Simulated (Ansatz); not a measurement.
# SiCF+ (triplet): wave-function methods side by side, def2-TZVPP

An exercise on one series of results from a longer session: the logs are not shown, and one member is left open.

Method: def2-TZVPP, core rule «outside noble gas», up to 7 orbitals frozen; program: Ansatz 0.2.0, Gaussian basis.

The runs, in order: UHF; ROHF; CCSD(T) on UHF.

2 further runs of the same task are left out: 2 set aside as unsound or not needed.

### What is computed

The geometry is a PBE0/def2-TZVP stationary point (not a proven minimum) of the parent state, kept for this charge and spin.

3 atoms, charge 1, spin multiplicity 3.

Atoms are counted from 1 here; the program's logs count them from 0.

Bond lengths: F1–C2 1.276 Å, C2–Si3 1.687 Å. Angles: F1–C2–Si3 180.0°.

Set-up of the first run:

in.yaml

```yaml
crystal:
  periodic: [false, false, false]
  atoms:
    - {symbol: F, position_ang: [0.000000, 0.000000, -1.413044]}
    - {symbol: C, position_ang: [0.000000, 0.000000, -0.136834]}
    - {symbol: Si, position_ang: [0.000000, 0.000000, 1.549877]}
basis:
  gaussian: {orbitals: def2-TZVPP}
total_charge: 1
magnetization: {spin_polarized: true, initial_magnetization: 2}
hamiltonian: {xc: hf}
output: {orbitals: {seedname: orbitals}}
```

Run with:

```bash
ansatz run in.yaml --threads 1 --pin off --events-out ev --progress --plain --max-ram 4096MiB --backend cpu
```

Among the steps run: UHF; ROHF; CCSD(T) on UHF.

One table of the session follows, with a row left open; its other results are not shown here.

It belongs to the step «Misses and costs». 

| method | from UCCSD(T) (kJ/mol) |
| --- | --- |
| ROHF | +1231.8 |
| UHF | +1214.2 |
| UMP2 | ? |
| UCCSD | +46.7 |
| UCCSD(T) | 0 |

Estimate the missing values for UMP2.

**Answer.** from UCCSD(T) (kJ/mol): +112.6. In the column «from UCCSD(T) (kJ/mol)» it lies between UCCSD (+46.7) and UHF (+1214.2).
